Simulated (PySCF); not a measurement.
Species: C₃H₃FN₂.
Atom-mapped SMILES: `[F:1][c:2]1[cH:3][n:4][nH:5][cH:6]1` (hydrogens: H7 on C3; H8 on N5; H9 on C6)

The same species was optimised twice, with GFN2-xTB and with PBE0-D3(BJ)/def2-SVP (PySCF), and the same property calculations (PySCF, gas phase) were run on both structures.

```
  coordinate  GFN2-xTB  PBE0-D3(BJ)/def2-SVP  change
   F1–C2 (Å)     1.338                 1.322  -0.016
   C3–N4 (Å)     1.318                 1.327  +0.009
   C2–C3 (Å)     1.401                 1.408  +0.007
   N5–C6 (Å)     1.350                 1.356  +0.006
   C2–C6 (Å)     1.377                 1.380  +0.003
   N4–N5 (Å)     1.326                 1.324  -0.002
N4–N5–C6 (°)     112.8                 114.0    +1.2
C3–N4–N5 (°)     106.4                 105.4    -1.0
C2–C6–N5 (°)     105.0                 104.4    -0.6
C2–C3–N4 (°)     109.6                 110.1    +0.5
C3–C2–C6 (°)     106.2                 106.1    -0.1
F1–C2–C3 (°)     127.0                 127.1    +0.1
F1–C2–C6 (°)     126.7                 126.7     0.0
```

Rotational constants: A = 9604, B = 3503, C = 2567 MHz (GFN2-xTB) against A = 9543, B = 3510, C = 2566 MHz (PBE0-D3(BJ)/def2-SVP). Point groups within 0.08 Å: Cs and Cs.

On the GFN2-xTB structure: lowest singlet, TDDFT (eV) 6.61 [CAM-B3LYP/def2-SVPD]; lowest triplet, Tamm–Dancoff (eV) 4.59 [CAM-B3LYP/def2-SVPD]; isotropic polarisability (au) 46.2 [CAM-B3LYP/def2-SVPD]; HOMO (eV) -8.60 [CAM-B3LYP/def2-SVPD]; LUMO (eV) 1.21 [CAM-B3LYP/def2-SVPD]; dipole (D) 2.49 [CAM-B3LYP/def2-SVPD]; HOMO (eV) -7.21 [PBE0/pcSseg-1]; LUMO (eV) 0.24 [PBE0/pcSseg-1]; dipole (D) 2.46 [PBE0/pcSseg-1]; GIAO shielding of F1 (ppm) 362.8 [PBE0/pcSseg-1]; GIAO shielding of C2 (ppm) 26.0 [PBE0/pcSseg-1]; GIAO shielding of C3 (ppm) 56.1 [PBE0/pcSseg-1]; GIAO shielding of N4 (ppm) -69.3 [PBE0/pcSseg-1]; GIAO shielding of N5 (ppm) 58.2 [PBE0/pcSseg-1]; GIAO shielding of C6 (ppm) 69.5 [PBE0/pcSseg-1].

Problem. What do these properties become on the PBE0-D3(BJ)/def2-SVP structure?

Solution. 
| property | level | on GFN2-xTB | on PBE0-D3(BJ)/def2-SVP | change |
| --- | --- | --- | --- | --- |
| lowest singlet, TDDFT (eV) | CAM-B3LYP/def2-SVPD | 6.61 | 6.56 | -0.05 |
| lowest triplet, Tamm–Dancoff (eV) | CAM-B3LYP/def2-SVPD | 4.59 | 4.56 | -0.03 |
| isotropic polarisability (au) | CAM-B3LYP/def2-SVPD | 46.2 | 46.7 | +0.5 |
| HOMO (eV) | CAM-B3LYP/def2-SVPD | -8.60 | -8.58 | +0.02 |
| LUMO (eV) | CAM-B3LYP/def2-SVPD | 1.21 | 1.19 | -0.02 |
| dipole (D) | CAM-B3LYP/def2-SVPD | 2.49 | 2.45 | -0.04 |
| energy, GFN2-xTB geometry as zero (kcal/mol) | CAM-B3LYP/def2-SVPD | 0.0 | -0.3 | -0.3 |
| HOMO (eV) | PBE0/pcSseg-1 | -7.21 | -7.19 | +0.02 |
| LUMO (eV) | PBE0/pcSseg-1 | 0.24 | 0.22 | -0.02 |
| dipole (D) | PBE0/pcSseg-1 | 2.46 | 2.43 | -0.03 |
| energy, GFN2-xTB geometry as zero (kcal/mol) | PBE0/pcSseg-1 | 0.0 | -0.3 | -0.3 |
| GIAO shielding of F1 (ppm) | PBE0/pcSseg-1 | 362.8 | 363.6 | +0.8 |
| GIAO shielding of C2 (ppm) | PBE0/pcSseg-1 | 26.0 | 26.2 | +0.2 |
| GIAO shielding of C3 (ppm) | PBE0/pcSseg-1 | 56.1 | 54.0 | -2.1 |
| GIAO shielding of N4 (ppm) | PBE0/pcSseg-1 | -69.3 | -69.7 | -0.4 |
| GIAO shielding of N5 (ppm) | PBE0/pcSseg-1 | 58.2 | 56.4 | -1.8 |
| GIAO shielding of C6 (ppm) | PBE0/pcSseg-1 | 69.5 | 68.5 | -1.0 |

The heavy atoms differ by 0.009 Å rms after alignment. Among bonds between heavy atoms F1–C2 changes most (-0.016 Å). Changes are differences of the printed values. Neither structure is proved a minimum here.
